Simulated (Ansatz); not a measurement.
# C₂H₂F+: an energy map over angle H4–C1–C2 and angle H5–C1–C2

Aim: map the energy of C₂H₂F, SMILES C=[C+]F, charge +1 over two coordinates, and find its wells, ridges and stiffness.

Method: RKS B3LYP-D4/def2-TZVP; program: Ansatz 0.2.0.

## Step 1: Where the work starts

SMILES `C=[C+]F`, 5 atoms, charge 1, spin multiplicity 1.

Atoms are counted from 1 here; the program's logs count them from 0.

Bond lengths: C1–C2 1.278 Å, C1–H4 1.117 Å, C1–H5 1.117 Å, C2–F3 1.220 Å. Angles: C2–C1–H4 120.6°, C2–C1–H5 120.6°, H4–C1–H5 118.9°, C1–C2–F3 180.0°.

Coordinates:

| atom | x (Å) | y (Å) | z (Å) |
| --- | --- | --- | --- |
| C1 | -0.2278 | 0.2797 | -0.3857 |
| C2 | 0.3236 | -0.3974 | 0.5477 |
| F3 | 0.8497 | -1.0436 | 1.4387 |
| H4 | -0.5038 | -0.2058 | -1.3527 |
| H5 | -0.4417 | 1.3671 | -0.2480 |

This geometry comes from a loose relaxation at PBE in a small basis, which is not shown.

## Step 3: Plan of the scan

- angle H4–C1–C2: 15 values from 75.2 to 165.2 °
- angle H5–C1–C2: 15 values from 95.2 to 145.2 °

Nothing else is relaxed (all other coordinates rigid). Energies count from the relaxed molecule at the same level.

(The set-up runs are not shown.)

## Step 4: The run at angle H4–C1–C2 = 100.9°, angle H5–C1–C2 = 113.0°

input.yaml reads:

```yaml
crystal:
  periodic: [false, false, false]
  atoms:
    - { symbol: C, position_ang: [-0.226839, 0.278645, -0.384132] }
    - { symbol: C, position_ang: [0.316759, -0.38914, 0.536364] }
    - { symbol: F, position_ang: [0.838506, -1.030129, 1.420019] }
    - { symbol: H, position_ang: [-0.350799, -0.491483, -1.153278] }
    - { symbol: H, position_ang: [-0.378929, 1.330242, -0.117541] }
total_charge: 1
basis:
  gaussian: { orbitals: def2-TZVP }
hamiltonian:
  xc: { name: B3LYP }
  dispersion: d4
output:
  forces: true
```

The run is started by

```console
$ ansatz run input.yaml --threads 1 --pin off --max-ram 2560MiB --backend cpu --events-out ev --progress --plain --runs-dir out
```

The session goes on with these runs: all other points of the grid.

Before running it: what results should come out? Wanted: lowest point; highest computed point; largest force on an atom.

**Answer**, as computed:

| quantity | value |
| --- | --- |
| lowest point | angle H4–C1–C2 = 120.2°, angle H5–C1–C2 = 120.2°, 0.0 kcal/mol |
| highest computed point | angle H4–C1–C2 = 165.2°, angle H5–C1–C2 = 145.2°, 54.3 kcal/mol above the lowest |
| largest force on an atom (eV/Å) | 0.01 at angle H4–C1–C2 = 120.2°, angle H5–C1–C2 = 120.2° to 5.20 at angle H4–C1–C2 = 165.2°, angle H5–C1–C2 = 145.2°; 0.01 at the lowest point |
| time for the whole task | 4.7 min on 1 thread, shared host |

The lowest computed point is at angle H4–C1–C2 = 120.2°, angle H5–C1–C2 = 120.2°, 0.0 kcal/mol from the relaxed molecule at the same level. It is the only kind of minimum in the scanned range. The highest computed point, angle H4–C1–C2 = 165.2°, angle H5–C1–C2 = 145.2°, lies 54.3 kcal/mol above the lowest. Round the minimum the valley is strongly tilted: raising angle H4–C1–C2 shifts the best value of angle H5–C1–C2 downwards (coupling k₁₂/√(k₁₁k₂₂) about 0.7).
